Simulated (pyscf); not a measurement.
O=CH–OH (SMILES O=CO) → O=CH–OH (SMILES O=CO) (hydrogen shift; singlet surface; H–O broken, H–O formed). Single points on ωB97X-D3(BJ)/def2-SVP structures (PySCF, gas phase). Correlated levels are frozen-core, on RHF or UHF. ΔMP2 is the change of the MP2 total energy from the triple- to the quadruple-zeta basis. Energies in kJ/mol from the reactant's lowest minimum found.

```tsv
level	barrier	reaction energy
ωB97X-D3(BJ)/def2-TZVP	154.0	0.0
PBE/def2-TZVP	129.1	0.0
ωB97M-D3(BJ)/def2-TZVP	151.5	0.0
HF/def2-TZVP	207.5	0.0
MP2/def2-QZVPP	144.8	0.0
CCSD(T)/def2-TZVPP	(withheld)	0.0
CCSD(T)/def2-TZVPP + ΔMP2(QZVPP)	(withheld)	0.0
```

**Question.** Complete the blanks.

**Answer.** 
- CCSD(T)/def2-TZVPP, barrier: 153.1
- CCSD(T)/def2-TZVPP + ΔMP2(QZVPP), barrier: 152.9

This is the saddle that the search found; another between the same sides may lie lower. The CCSD(T) − MP2 part came from Ansatz, without density fitting, on the same reference.
